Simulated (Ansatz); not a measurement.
**Loss of H2: SiH3 → SiH + H2**

Species: SiH3 (silyl radical) `[SiH3]`, doublet; SiH, doublet; H2 (hydrogen), singlet. This is a balance of energies; it says nothing on the path, which may need atoms to shift.

Shapes, held fixed at every level: PBE0-D4/def2-TZVP. Programs: Ansatz 0.2.0. The zero-point and thermal change to 298 K, harmonic and unscaled (PBE0-D4/def2-TZVP), is -10.1 kJ/mol.

```csv
level,kind,ΔH(298 K) (kJ/mol),less CCSD(T)/CBS estimate
MP2/def2-SVP,perturbation theory,+186.3,+9.9
MP2/def2-TZVPP,perturbation theory,+187.5,+11.1
HF/def2-SVP,Hartree–Fock,+176.6,+0.2
SPW92/def2-TZVPP,LDA,+213.6,+37.2
PBE-D4/def2-TZVPP,GGA,+185.2,+8.8
BHLYP-D4/def2-TZVPP,global hybrid,+183.6,+7.2
CCSD(T)/CBS estimate,coupled cluster or CI,+176.4,0.0
```

The highest level, CCSD(T)/CBS estimate, gives ΔH(298 K) = +176.4 kJ/mol; the levels span +176.4 to +213.6. The column of differences is taken from that level and isn't an error. No measured value is set beside it here. Spin contamination: SiH (⟨S²⟩ up to 0.79). Open shells run unrestricted. The CBS estimate extrapolates MP2 from def2-TZVPP and def2-QZVPP and adds CCSD(T) − MP2 in the triple-zeta set, cores frozen; for H2 it overshoots the exact energy by about 1 mEh.
